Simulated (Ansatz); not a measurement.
Species, as SMILES: Cl[B]Cl, doublet.
Atoms: B1, Cl2, Cl3. Bonds: B1-Cl2, B1-Cl3.

How fast the highest harmonic wavenumber converges with the basis for several methods (Ansatz, a quantum-chemistry and plane-wave program): deviation from each method's own reference, in cm⁻¹. References: HF 1013 cm⁻¹, the value in aug-pcseg-2; MP2 1011 cm⁻¹, the value in aug-cc-pV(T+d)Z; PBE 974 cm⁻¹, the value in aug-pcseg-2; PBE0 1010 cm⁻¹, the value in aug-pcseg-2. Cartesian d functions, on some or all atoms, in 6-31G*, 6-311G**, 6-311+G**; all else is spherical. In correlated methods cores are frozen. Open shells are unrestricted. No added dispersion term, no relativity. Each level at its own minimum, unscaled; the references are large sets that could be run, not limits.

| basis | functions | HF | MP2 | PBE | PBE0 |
|---|---|---|---|---|---|
| def2-SVP | 50 | 13 | … | 9 | 8 |
| 6-31G* | 53 | 10 | … | -6 | -2 |
| 6-311G** | 72 | -2 | … | -10 | -6 |
| 6-311+G** | 84 | -3 | … | -8 | -5 |
| pcseg-2 | 98 | 2 | … | -1 | 1 |
| def2-TZVP | 105 | -4 | … | 0 | -2 |
| cc-pV(T+d)Z | 108 | -3 | … | -2 | -3 |
| def2-TZVPP | 115 | -4 | … | 0 | -2 |
| 6-311++G(3df,3pd) | 133 | 0 | … | 3 | 2 |
| jun-cc-pV(T+d)Z | 135 | -4 | … | -2 | -2 |
| def2-TZVPPD | 139 | -4 | … | -1 | -2 |
| aug-cc-pV(T+d)Z | 156 | -5 | … | -2 | -3 |

### Question
What belongs in the gaps?

### Answer

- def2-SVP, MP2: 36
- 6-31G*, MP2: 27
- 6-311G**, MP2: 20
- 6-311+G**, MP2: 21
- pcseg-2, MP2: 21
- def2-TZVP, MP2: 5
- cc-pV(T+d)Z, MP2: 5
- def2-TZVPP, MP2: 6
- 6-311++G(3df,3pd), MP2: 8
- jun-cc-pV(T+d)Z, MP2: 2
- def2-TZVPPD, MP2: 2
- aug-cc-pV(T+d)Z, MP2: 0

Mean absolute deviation over 6-311G**, 6-311+G**, pcseg-2, def2-TZVP, cc-pV(T+d)Z, def2-TZVPP, 6-311++G(3df,3pd), jun-cc-pV(T+d)Z, def2-TZVPPD: PBE0 3, HF 3, PBE 3, MP2 10 cm⁻¹.
